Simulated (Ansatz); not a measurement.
# BP2H3: taking an electron away

The task here is to estimate one member of a computed series from the others.

The runs use Ansatz 0.2.0, Gaussian basis; unrestricted cation, the program's frozen cores in correlated methods.

The runs, in order: UKS PBE-D4/def2-TZVPP; UKS r2SCAN-D4/def2-TZVPP; UKS PBE0-D4/def2-TZVPP; UKS B3LYP-D4/def2-TZVPP; UKS wB97X-V/def2-TZVPP; UKS wB97M-V/def2-TZVPP; UKS B2PLYP/def2-TZVPP; UHF-CCSD(T)/def2-TZVPP; UHF-MP2/def2-QZVPP; extrapolation to the limit; then −ε(HOMO) from the neutral's earlier runs with LDA (SPW92), PBE-D4, revPBE-D4, BLYP-D4, r2SCAN-D4, B97M-V, PBE0-D4, B3LYP-D4, r2SCANh-D4, r2SCAN0-D4, HSE06-D4, BHLYP-D4, CAM-B3LYP-D4, LC-ωPBE, ωB97X-V, ωB97M-V.

1 further run of the same task is left out (it didn't finish).

## The geometry

An earlier PBE0-D4 in a triple-zeta def2 set relaxation fixed the geometry.

SMILES `B1PP1`, 6 atoms, charge 0, spin multiplicity 1.

Atoms are counted from 1 here; the program's logs count them from 0.

Bond lengths: B1–P2 1.886 Å, B1–P3 1.886 Å, B1–H4 1.184 Å, P2–P3 2.248 Å, P2–H5 1.425 Å, P3–H6 1.425 Å. Angles: P2–B1–P3 73.1°, P2–B1–H4 143.4°, P3–B1–H4 143.4°, B1–P2–P3 53.4°, B1–P2–H5 91.5°, P3–P2–H5 92.7°, B1–P3–P2 53.4°, B1–P3–H6 91.5°, P2–P3–H6 92.7°.

The first run:

Contents of in.yaml:

```yaml
crystal:
  periodic: [false, false, false]
  atoms:
    - {symbol: B, position_ang: [-0.643837, -0.351214, -0.352060]}
    - {symbol: P, position_ang: [0.694149, 0.954596, -0.603081]}
    - {symbol: P, position_ang: [0.449051, -0.385131, 1.185037]}
    - {symbol: H, position_ang: [-1.593935, -0.848156, -0.854615]}
    - {symbol: H, position_ang: [1.533951, 0.018828, -1.274018]}
    - {symbol: H, position_ang: [-0.397380, 0.547078, 1.852637]}
basis:
  gaussian: {orbitals: def2-TZVPP}
total_charge: 1
magnetization: {spin_polarized: true, initial_magnetization: 1}
hamiltonian: {xc: pbe, dispersion: d4}
```

Launch:

```bash
> ansatz run in.yaml --threads 2 --pin off --events-out ev --progress --plain --max-ram 4352MiB
```

Among the steps run: Cation, UKS PBE-D4/def2-TZVPP; Cation, UKS r2SCAN-D4/def2-TZVPP; Cation, UKS PBE0-D4/def2-TZVPP; Cation, UKS B3LYP-D4/def2-TZVPP; Cation, UKS wB97X-V/def2-TZVPP; Cation, UKS wB97M-V/def2-TZVPP; Cation, UKS B2PLYP (frozen core)/def2-TZVPP; Cation, UHF-CCSD(T)/def2-TZVPP; Cation, UHF-MP2/def2-QZVPP.

One table of the session follows, with a row left open; its other results are not shown here.

For comparison, −ε(HOMO) of the neutral from earlier runs:

| functional | −ε(HOMO) (eV) |
| --- | --- |
| LDA (SPW92) | 6.32 |
| PBE-D4 | 6.20 |
| revPBE-D4 | 6.15 |
| BLYP-D4 | 6.01 |
| r2SCAN-D4 | 6.41 |
| B97M-V | 6.48 |
| PBE0-D4 | 7.27 |
| B3LYP-D4 | 7.03 |
| r2SCANh-D4 | 6.81 |
| r2SCAN0-D4 | ? |
| HSE06-D4 | 6.87 |
| BHLYP-D4 | 8.17 |
| CAM-B3LYP-D4 | 8.50 |
| LC-ωPBE | 9.85 |
| ωB97X-V | 9.49 |
| ωB97M-V | 9.30 |

**Question.** Estimate the row for r2SCAN0-D4.

Worked estimate for «−ε(HOMO) (eV)». Against the share of exact exchange, r2SCAN-D4 (0, 6.41), r2SCANh-D4 (0.1, 6.81) give a slope of 4.00 per unit share; at 0.25 the line stands at 7.41.

The run gave: −ε(HOMO) (eV): 7.40. In «−ε(HOMO) (eV)» the line misses by +0.01.
